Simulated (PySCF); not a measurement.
H₂S was optimised in PySCF in the def2-TZVP basis family (density fitting, no spin–orbit coupling) with several functionals.

One of them gave a singlet of C2v symmetry with a mean bond of 1.352 Å to S, wavenumbers 1170, 2630, 2646 cm⁻¹ and a HOMO–LUMO gap of 5.68 eV.

Problem. Which level of theory was it?
A. wB97X
B. PBE
C. PBE0
D. B3LYP

Solution. B. That is PBE, with S–H 1.352 Å (×2). The others give PBE0 1.341 Å and 2741 cm⁻¹ for the highest mode; wB97X 1.337 Å and 2789 cm⁻¹ for the highest mode; B3LYP 1.343 Å and 2697 cm⁻¹ for the highest mode.

The structures come from searches over a few start shapes, so lower isomers are not excluded.
